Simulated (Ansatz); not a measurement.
The cluster Al₂B⁺, relaxed as a singlet with RKS r2SCAN-D4/def2-TZVP in Ansatz, starting from the GFN2-xTB geometry. Force threshold 0.02 eV/Å.

The restricted singlet is unstable: a solution with broken spin symmetry lies lower. At r2SCAN-D4/def2-TZVP a triplet of charge 1 lies 0.49 eV below the restricted singlet, each at its own geometry. The structure comes from a short search, and lower isomers may exist.

Start:

```xyz
3

B     0.028   -0.603    0.443
Al    0.785   -0.534   -1.407
Al   -0.813    1.137    0.964
```

```json
{"step": "1", "energy (eV)": "-13856.0198", "largest force component (eV/Å)": "0.833", "SCF passes": "56"}
{"step": "2", "energy (eV)": "-13856.1805", "largest force component (eV/Å)": "0.483", "SCF passes": "42"}
{"step": "3", "energy (eV)": "-13856.4715", "largest force component (eV/Å)": "0.545", "SCF passes": "39"}
{"step": "4 (rejected)", "energy (eV)": "-13856.4652", "largest force component (eV/Å)": "0.908", "SCF passes": "39"}
{"step": "5", "energy (eV)": "-13856.5537", "largest force component (eV/Å)": "0.146", "SCF passes": "34"}
{"step": "6", "energy (eV)": "-13856.5561", "largest force component (eV/Å)": "0.011", "SCF passes": "34"}
```

Force components are those of the run's own axes.

End:

```xyz
3

B     0.039   -0.854    0.628
Al    0.591   -0.211   -1.220
Al   -0.630    1.065    0.592
```

Bonds formed: Al2–Al3 (atoms count from 1).

No frequencies were taken in this run, so the end may be a saddle point.

Hardware: 4 threads of Arm Neoverse V2 on a shared host. Wall time 8 s.
